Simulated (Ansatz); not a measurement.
```yaml
crystal:
  periodic: [false, false, false]
  atoms:
    - {symbol: C, position_ang: [-1.532358, -0.307907, -0.002886]}
    - {symbol: Ga, position_ang: [0.457988, -0.055840, -0.000245]}
    - {symbol: Ga, position_ang: [3.195163, -0.270603, -0.001335]}
    - {symbol: H, position_ang: [-2.120793, 0.634350, 0.004466]}
basis:
  gaussian: {orbitals: def2-TZVP}
magnetization: {spin_polarized: true, initial_magnetization: 3}
hamiltonian: {xc: pbe0}
relax: {f_tol: 0.004, max_steps: 80}
```

```sh
$ ansatz run in.yaml --threads 1 --pin off --events-out ev --progress --plain --max-ram 2176MiB
```

Steps of the relaxation (energy above the last step; positions in Å, forces in eV/Å):

```
4
step 1, 123.5 meV
C    -1.532   -0.308   -0.003    0.641    0.632    0.005
Ga    0.458   -0.056    0.000   -0.111   -0.304   -0.003
Ga    3.195   -0.271   -0.001   -0.340    0.036    0.000
H    -2.121    0.634    0.004   -0.190   -0.364   -0.003
```

```
4
step 2, 48.7 meV
C    -1.471   -0.247   -0.002   -0.132    0.769    0.006
Ga    0.501   -0.052    0.000    0.013   -0.160   -0.001
Ga    3.186   -0.293   -0.002   -0.211    0.028    0.000
H    -2.216    0.593    0.004    0.330   -0.637   -0.005
```

```
4
step 3, 12.6 meV
C    -1.417   -0.178   -0.002   -0.452    0.463    0.004
Ga    0.541   -0.058    0.000   -0.058   -0.035    0.000
Ga    3.144   -0.306   -0.002    0.084   -0.001    0.000
H    -2.268    0.542    0.004    0.425   -0.427   -0.003
```

```
4
step 4, 3.4 meV
C    -1.417   -0.151   -0.002   -0.213    0.197    0.002
Ga    0.542   -0.065    0.000    0.009   -0.027    0.000
Ga    3.162   -0.309   -0.002    0.026    0.004    0.000
H    -2.287    0.525    0.004    0.177   -0.174   -0.001
```

```
4
step 9, 0.0 meV
C    -1.423   -0.115   -0.001    0.000    0.000    0.000
Ga    0.540   -0.152   -0.001    0.000    0.000    0.000
Ga    3.181   -0.272   -0.001    0.000    0.000    0.000
H    -2.299    0.539    0.004    0.000    0.000    0.000
```

Close pairs at the end: C1–H4 1.093 Å, C1–Ga2 1.964 Å, Ga2–Ga3 2.644 Å.

A stationary point of unrestricted PBE0 after 9 steps, with ⟨S²⟩ = 3.765 against 3.75 for a pure state; no frequencies were run, so it isn't proven a minimum. 3 min on 1 thread of Intel Xeon Platinum 8488C, shared host.
